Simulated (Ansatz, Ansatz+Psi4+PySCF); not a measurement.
```xyz
8

B    -0.0009   -0.0469   -0.8981
N     0.0271   -0.0101    0.7603
H     0.0480   -1.1730   -1.2297
H    -1.0455    0.5784   -1.2845
H     0.9829    0.5596   -1.2364
H     0.0302    0.9600    1.1276
H    -0.8685   -0.4962    1.0983
H     0.7807   -0.4709    1.0640
```

Basis set: cc-pVTZ (spherical functions). Frozen core: 2 orbitals. Charge 0, multiplicity 1.

Computed with Ansatz (development build ahead of 0.2.0); each method stands on the lowest determinant of its kind that the runs found. Restricted open shells among the atoms or ions are ROHF, correlated in semicanonical orbitals with singles.

Problem. Give the atomization energy at this shape (free ground-state atoms in the same class of orbitals less the molecule, no zero-point energy) of singlet BNH6 by RHF-MP2, RHF.

Solution.

| method | atomization energy |
| --- | --- |
| RHF-MP2 | 25.48 eV |
| RHF | 19.48 eV |

Caution: the shape is not the minimum.
